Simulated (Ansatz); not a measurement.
Process, species as SMILES: B(Cl)(Cl)Cl → B atom + 3 Cl atom
B3LYP-D3(BJ)/def2-TZVP geometries, fixed; electronic energies without zero-point terms.

The atomisation energy at MP2 with Ansatz (an electronic-structure program), in kcal/mol, split into its Hartree-Fock and correlation parts. Cores are frozen. Open shells are unrestricted. No added dispersion term, no relativity. Functions are those of the species that has most.

```
basis            X  functions  Hartree-Fock     MP2
---------------  -  ---------  ------------  ------
aug-cc-pV(D+d)Z  2        119        242.09  320.24
aug-cc-pV(T+d)Z  3        211        243.94  334.44
aug-cc-pV(Q+d)Z  4        347        244.44  340.19
```

Worked estimate of the basis-set limit from each neighbouring pair, with Hartree-Fock from the larger set and the correlation part extrapolated as X^-3.
Correlation parts: X = 2: 78.15, X = 3: 90.50, X = 4: 95.75.
- (2,3): (27·(90.50) - 8·(78.15))/19 = 95.70; with Hartree-Fock 243.94 the estimate is 339.64 kcal/mol.
- (3,4): (64·(95.75) - 27·(90.50))/37 = 99.58; with Hartree-Fock 244.44 the estimate is 344.02 kcal/mol.
The last two estimates differ by 4.38 kcal/mol; the largest set lies 3.83 from the last. Over the last step Hartree-Fock moves by 0.50 and the correlation part by 5.25.
